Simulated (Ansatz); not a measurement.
Geometry optimisation, Ansatz, RHF/cc-pVDZ.

Input:

```yaml
crystal:
  periodic: [false, false, false]
  atoms:
    - { symbol: Al, position_ang: [0.135574, 0.452699, -0.494725] }
    - { symbol: O, position_ang: [-0.250256, -0.072192, 2.39939] }
    - { symbol: H, position_ang: [-1.132113, -0.096797, 2.749382] }
    - { symbol: H, position_ang: [1.47272, -0.352764, -0.808982] }
    - { symbol: H, position_ang: [-1.25205, -0.108644, -1.026875] }
    - { symbol: Si, position_ang: [0.153383, 2.546291, 0.603529] }
    - { symbol: H, position_ang: [1.022644, 2.495942, 1.826825] }
    - { symbol: H, position_ang: [0.650645, 3.703052, -0.202041] }
    - { symbol: H, position_ang: [-1.208957, 2.921346, 1.102627] }
    - { symbol: H, position_ang: [0.09361, 0.806869, 2.629971] }
basis:
  gaussian: { orbitals: cc-pVDZ }
hamiltonian:
  xc: hf
relax:
  f_tol: 0.03
  max_steps: 50
```

Launched with:

```bash
$ ansatz run input.yaml --threads 1 --pin off --max-ram 2048MiB --backend cpu --events-out ev --progress --plain --runs-dir out
```

Question: Where does it end, and by what steps?

Answer: The forces met the threshold. The force dipped under the threshold on the way, but the program's further checks kept it going. After 14 steps the energy has fallen by 0.650 eV; H10 moved furthest, 0.96 Å. Joined: Al1–O2 (2.97 → 2.08 Å).

```json
{"step": "0", "energy less start (eV)": "0.0000", "largest force component (eV/Å)": "1.393", "accepted": "yes"}
{"step": "1", "energy less start (eV)": "-0.0434", "largest force component (eV/Å)": "2.592", "accepted": "yes"}
{"step": "2", "energy less start (eV)": "-0.2517", "largest force component (eV/Å)": "2.019", "accepted": "yes"}
{"step": "3", "energy less start (eV)": "-0.4847", "largest force component (eV/Å)": "1.269", "accepted": "yes"}
{"step": "4", "energy less start (eV)": "-0.5891", "largest force component (eV/Å)": "0.305", "accepted": "yes"}
{"step": "5", "energy less start (eV)": "-0.5098", "largest force component (eV/Å)": "1.295", "accepted": "no"}
{"step": "6", "energy less start (eV)": "-0.6306", "largest force component (eV/Å)": "0.121", "accepted": "yes"}
{"step": "7", "energy less start (eV)": "-0.6417", "largest force component (eV/Å)": "0.068", "accepted": "yes"}
{"step": "8", "energy less start (eV)": "-0.6411", "largest force component (eV/Å)": "0.148", "accepted": "no"}
{"step": "9", "energy less start (eV)": "-0.6473", "largest force component (eV/Å)": "0.027", "accepted": "yes"}
{"step": "10", "energy less start (eV)": "-0.6494", "largest force component (eV/Å)": "0.121", "accepted": "yes"}
{"step": "11", "energy less start (eV)": "-0.6488", "largest force component (eV/Å)": "0.138", "accepted": "no"}
{"step": "12", "energy less start (eV)": "-0.6500", "largest force component (eV/Å)": "0.027", "accepted": "yes"}
{"step": "13", "energy less start (eV)": "-0.6503", "largest force component (eV/Å)": "0.016", "accepted": "yes"}
{"step": "14", "energy less start (eV)": "-0.6503", "largest force component (eV/Å)": "0.030", "accepted": "yes"}
```

```xyz
10
Properties=species:S:1:pos:R:3
Al 0.034 0.447 0.049
O -0.263 -0.353 1.948
H -1.146 -0.529 2.250
H 1.409 -0.274 -0.321
H -1.336 -0.121 -0.548
Si 0.152 2.894 0.572
H 1.049 3.162 1.748
H 0.689 3.712 -0.558
H -1.174 3.488 0.939
H 0.273 -0.132 2.701
```

The run took 23 s on 1 thread of Arm Neoverse V2 (shared host), peak memory 0.15 GiB.
